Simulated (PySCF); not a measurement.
CH2, SMILES [CH2] (connectivity only; charge and spin as stated), neutral, multiplicity 1.

Geometry optimised at B3LYP-D3(BJ)/def2-TZVPD. The isomer is the one that the SMILES or the coordinates give; other isomers of the formula were not compared.

These are TDA-PBE/def2-TZVPD (PySCF) values and carry that method's errors.

Vertical excitations. Gas-phase values at a fixed geometry. State labels are in the subgroup C2v.

**Question.** Estimate the UV-visible absorptions. (Estimate from the structure and the level; the computed values follow.)

**Answer.** 
```csv
state,symmetry,energy (eV),λ (nm),f,main pairs
S1,B1,1.71,726,0.007,HOMO→LUMO 99 %
S2,A2,5.32,233,0.000,HOMO−1→LUMO 100 %
S3,A1,5.97,208,0.116,HOMO→LUMO+1 100 %
S4,B2,7.99,155,0.056,HOMO→LUMO+2 96 %
S5,A1,9.12,136,0.010,"HOMO→LUMO+3 60 %, HOMO→LUMO+4 38 %"
S6,A1,9.53,130,0.020,"HOMO→LUMO+4 61 %, HOMO→LUMO+3 34 %"
S7,B1,9.72,128,0.007,HOMO→LUMO+6 97 %
S8,B2,9.74,127,0.108,HOMO→LUMO+5 91 %
S9,B2,10.13,122,0.217,HOMO−1→LUMO+1 96 %
S10,A2,10.21,121,0.000,HOMO→LUMO+7 100 %
T1,A2,4.20,295,0,HOMO−1→LUMO 100 %
T2,A1,5.66,219,0,HOMO→LUMO+1 100 %
T3,B2,7.34,169,0,HOMO→LUMO+2 98 %
T4,A1,8.17,152,0,HOMO→LUMO+3 99 %
```
Triplets are in the Tamm–Dancoff approximation.
